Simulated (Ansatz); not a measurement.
# BH4⁺, singlet: vertical spin and charge gaps

All five atoms lie in one plane.

Geometry (PBE0/def2-TZVP stationary point for this spin, not checked as a minimum):

| atom | x (Å) | y (Å) | z (Å) |
| --- | --- | --- | --- |
| B | 0.0000 | 0.0000 | 0.0000 |
| H | -0.0156 | 0.8614 | 0.8498 |
| H | -0.0213 | -0.8500 | 0.8612 |
| H | 0.0213 | 0.8500 | -0.8612 |
| H | 0.0156 | -0.8614 | -0.8498 |

Basis cc-pVDZ; Ansatz 0.2.0. Only valence electrons are correlated (noble-gas cores frozen). R marks a restricted (for open shells ROHF) determinant, U an unrestricted one. Active spaces: valence = (6e, 8o) chosen from the atoms' valence shells.

Gaps are energies of the second state less the first, at fixed atoms, for a selection of the levels run; each method lands on the state that its own search finds for that charge and spin.

Triplet less singlet: 6.470 eV at full CI (singlet Ag, triplet B1u, in D2h).

| level | gap (eV) | error (meV) |
| --- | --- | --- |
| RHF | 5.574 | -896 |
| UHF | 5.418 | -1052 |
| RMP2 | 6.342 | -128 |
| UMP2 | 6.335 | -135 |
| CISD | 6.361 | -109 |
| BCCD(T) | 6.463 | -7 |
| RCCSDT | 6.465 | -5 |
| UCCSDT(Q) | 6.469 | -1 |
| NEVPT2 (valence space) | 6.470 | 0 |
| r2SCAN | 6.323 | -147 |

In so small a basis the reference is far from its limit while semilocal and hybrid functionals are nearer theirs, so the functionals' errors here hold much of the reference's basis and frozen-core error, which can add to them or hide them.

Full CI is exact within this basis and frozen core; it isn't the basis-set limit. The frozen core follows each run's orbitals, which can shift R against U totals by a few meV.
